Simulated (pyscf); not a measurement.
PySCF, gas phase, ωB97X-D3(BJ)/def2-SVP geometries.

### Question
`[SH2]` + `[GeH4]` → `[SH][GeH3]` + `[H][H]`
Surface: singlet. Broken: H–S, Ge–H. Formed: Ge–S, H–H. Give ΔE‡ and ΔE from r²SCAN/def2-TZVP, relative to the separated reactants.

### Answer
ΔE‡ = 2.10 eV, ΔE = -0.27 eV. ωB97M-D3(BJ)/def2-TZVP gives 2.39 eV and -0.19 eV. Zero-point energy shifts the barrier by -0.01 eV. It is a four-centre exchange, with an imaginary mode of 1605i cm⁻¹. One saddle was located; it need not be the lowest between these sides. Elements up to Kr have no core potential and no relativistic terms here.
